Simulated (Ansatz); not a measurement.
Gas-phase electronic energies from Ansatz, PBE0-D4/def2-TZVP geometries. CCSD(T)/CBS is the MP2 limit (def2-TZVPP, def2-QZVPP) plus CCSD(T) − MP2 in def2-TZVPP, frozen cores. DFT in def2-TZVPP. B3LYP here is the variant with VWN-RPA as its local correlation; programs differ in this. HSE06 is defined as in plane-wave codes. Each species was taken in one conformer, which may not be the lowest.

Reaction (isomerisation): `CC(Cl)C=O` → `C=CC(O)Cl`

`CC(Cl)C=O`:

Z-matrix (Å, degrees):
```
C
C 1 1.504
H 1 1.090 2 110.6
H 1 1.092 2 109.3 3 120.2
H 1 1.090 2 110.6 3 -121.1
Cl 2 1.793 1 112.0 3 60.3
C 2 1.514 1 114.0 3 -179.2
H 2 1.095 1 111.6 3 -57.1
O 7 1.197 2 123.4 1 9.4
H 7 1.108 2 114.5 1 -170.7
```

`C=CC(O)Cl`:

Cartesian coordinates in Å:
```
C 1.191 1.017 0.133
C 0.549 -0.114 0.375
C -0.582 -0.707 -0.405
O -1.681 -0.958 0.392
Cl -1.032 0.315 -1.831
H 0.945 1.637 -0.720
H 1.988 1.349 0.787
H 0.814 -0.724 1.236
H -0.296 -1.664 -0.842
H -1.896 -0.151 0.874
```

```json
{"level": "LDA (SPW92)", "ΔE (kJ/mol)": "32.0", "difference from CCSD(T)/CBS": "-8.3"}
{"level": "PBE-D4", "ΔE (kJ/mol)": "43.4", "difference from CCSD(T)/CBS": "3.1"}
{"level": "revPBE-D4", "ΔE (kJ/mol)": "46.8", "difference from CCSD(T)/CBS": "6.5"}
{"level": "BLYP-D4", "ΔE (kJ/mol)": "43.7", "difference from CCSD(T)/CBS": "3.4"}
{"level": "r2SCAN-D4", "ΔE (kJ/mol)": "43.7", "difference from CCSD(T)/CBS": "3.4"}
{"level": "B97M-V", "ΔE (kJ/mol)": "47.1", "difference from CCSD(T)/CBS": "6.8"}
{"level": "PBE0-D4", "ΔE (kJ/mol)": "43.6", "difference from CCSD(T)/CBS": "3.3"}
{"level": "B3LYP-D4", "ΔE (kJ/mol)": "43.3", "difference from CCSD(T)/CBS": "3.0"}
{"level": "r2SCANh-D4", "ΔE (kJ/mol)": "43.4", "difference from CCSD(T)/CBS": "3.1"}
{"level": "r2SCAN0-D4", "ΔE (kJ/mol)": "43.0", "difference from CCSD(T)/CBS": "2.7"}
{"level": "HSE06-D4", "ΔE (kJ/mol)": "43.3", "difference from CCSD(T)/CBS": "3.0"}
{"level": "BHLYP-D4", "ΔE (kJ/mol)": "43.9", "difference from CCSD(T)/CBS": "3.6"}
{"level": "CAM-B3LYP-D4", "ΔE (kJ/mol)": "43.9", "difference from CCSD(T)/CBS": "3.6"}
{"level": "ωB97X-V", "ΔE (kJ/mol)": "49.8", "difference from CCSD(T)/CBS": "9.5"}
{"level": "PBE-QIDH", "ΔE (kJ/mol)": "46.2", "difference from CCSD(T)/CBS": "5.9"}
{"level": "PBE", "ΔE (kJ/mol)": "43.6", "difference from CCSD(T)/CBS": "3.3"}
{"level": "revPBE", "ΔE (kJ/mol)": "47.7", "difference from CCSD(T)/CBS": "7.4"}
{"level": "BLYP", "ΔE (kJ/mol)": "44.3", "difference from CCSD(T)/CBS": "4.0"}
{"level": "r2SCAN", "ΔE (kJ/mol)": "43.8", "difference from CCSD(T)/CBS": "3.5"}
{"level": "PBE0", "ΔE (kJ/mol)": "43.8", "difference from CCSD(T)/CBS": "3.5"}
{"level": "B3LYP", "ΔE (kJ/mol)": "43.7", "difference from CCSD(T)/CBS": "3.4"}
{"level": "r2SCANh", "ΔE (kJ/mol)": "43.5", "difference from CCSD(T)/CBS": "3.2"}
{"level": "r2SCAN0", "ΔE (kJ/mol)": "43.0", "difference from CCSD(T)/CBS": "2.7"}
{"level": "HSE06", "ΔE (kJ/mol)": "43.5", "difference from CCSD(T)/CBS": "3.2"}
{"level": "BHLYP", "ΔE (kJ/mol)": "44.4", "difference from CCSD(T)/CBS": "4.1"}
{"level": "CAM-B3LYP", "ΔE (kJ/mol)": "44.1", "difference from CCSD(T)/CBS": "3.8"}
{"level": "LC-ωPBE", "ΔE (kJ/mol)": "51.9", "difference from CCSD(T)/CBS": "11.6"}
{"level": "RPA@PBE/def2-TZVPP", "ΔE (kJ/mol)": "50.8", "difference from CCSD(T)/CBS": "10.5"}
{"level": "HF/def2-SVP", "ΔE (kJ/mol)": "58.6", "difference from CCSD(T)/CBS": "18.3"}
{"level": "MP2/def2-SVP", "ΔE (kJ/mol)": "66.5", "difference from CCSD(T)/CBS": "26.2"}
{"level": "CCSD/def2-SVP", "ΔE (kJ/mol)": "62.5", "difference from CCSD(T)/CBS": "22.2"}
{"level": "CCSD(T)/def2-SVP", "ΔE (kJ/mol)": "63.0", "difference from CCSD(T)/CBS": "22.7"}
{"level": "HF/def2-TZVPP", "ΔE (kJ/mol)": "52.5", "difference from CCSD(T)/CBS": "12.2"}
{"level": "MP2/def2-TZVPP", "ΔE (kJ/mol)": "46.9", "difference from CCSD(T)/CBS": "6.6"}
{"level": "SCS-MP2/def2-TZVPP", "ΔE (kJ/mol)": "50.1", "difference from CCSD(T)/CBS": "9.8"}
{"level": "CCSD(T)/def2-TZVPP", "ΔE (kJ/mol)": "44.7", "difference from CCSD(T)/CBS": "4.4"}
{"level": "HF/def2-QZVPP", "ΔE (kJ/mol)": "52.6", "difference from CCSD(T)/CBS": "12.3"}
{"level": "SCS-MP2/def2-QZVPP", "ΔE (kJ/mol)": "47.7", "difference from CCSD(T)/CBS": "7.4"}
{"level": "HF/CBS(def2)", "ΔE (kJ/mol)": "52.6", "difference from CCSD(T)/CBS": "12.3"}
{"level": "MP2/CBS(def2)", "ΔE (kJ/mol)": "42.5", "difference from CCSD(T)/CBS": "2.2"}
{"level": "CCSD(T)/CBS", "ΔE (kJ/mol)": "40.3", "difference from CCSD(T)/CBS": "0"}
```

Largest T1 diagnostic among the species: 0.013.

Leaving LDA and LC-ωPBE aside and taking each functional with its dispersion term where it has one, the values spread over 6.9 kJ/mol, from r2SCAN0-D4 to ωB97X-V. LDA lies −11.6 kJ/mol from PBE without D4. In def2-TZVPP, CCSD(T) changes the Hartree–Fock value by −7.8 kJ/mol (the triples alone add −1.1 kJ/mol) and MP2 by −5.6 kJ/mol.

CCSD(T)/CBS has its own doubt, a few kJ/mol and more with outer-core shells, so smaller differences from it don't rank the levels.
